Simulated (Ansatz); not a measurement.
## Relaxing CdH

Computed with DFT PBE, scalar-relativistic, plane waves, PAW (Ansatz 0.2.0). Cutoff 420 eV, Γ-centred k mesh, Gaussian smearing, no spin polarisation in the final step.

CdH was placed on the CuPt (L1_1) structure type (R-3m, No. 166), with Cd in place of Cu, H in place of Pt, at a guessed volume.

```
Cd H
1.0
     1.38050    0.79703    4.39713
    -1.38050    0.79703    4.39713
     0.00000   -1.59406    4.39713
Cd H
1 1
Direct
  0.00000 0.00000 0.00000
  0.50000 0.50000 0.50000
```

Cell and atoms relax at zero pressure; the relaxation can't lower the symmetry of the start.

Formation energies are uncorrected and refer to the elements' standard structures at the same level (H₂ as a molecule).

Q: Describe the relaxed structure.

A: It keeps R-3m (No. 166). The result has the CuPt (L1_1) structure. Conventional cell: a = 3.043 Å, c = 10.432 Å. Cd is coordinated by 6 H at 2.47 Å and 6 Cd at 3.04 Å; H has 6 Cd at 2.47 Å and 6 H at 3.04 Å.

Space group R-3m:H (No. 166). a = 3.043 Å, b = 3.043 Å, c = 10.432 Å, α = 90.00°, β = 90.00°, γ = 120.00°
```
atom site symmetry x y z
  Cd    3a       -3m  0.0000  0.0000  0.0000
   H    3b       -3m  0.6667  0.3333  0.8333
```

Q: What are its volume, energy, density and gap?

A: The volume per atom is 13.94 Å³. The density is 6.76 g/cm³, the energy over the elements is 0.57 eV/atom and the gap on the 24×24×24 mesh is 0 eV (a metal).

The final run used a 24×24×24 mesh on its 2-atom cell and 0.10 eV smearing. The k mesh leaves about 4 meV/atom of noise in metals. A structure relaxed within its symmetry needn't be a true minimum.

Cost: 2 runs of about 5.6 core-minutes in all, on Arm Neoverse V2 (shared hosts).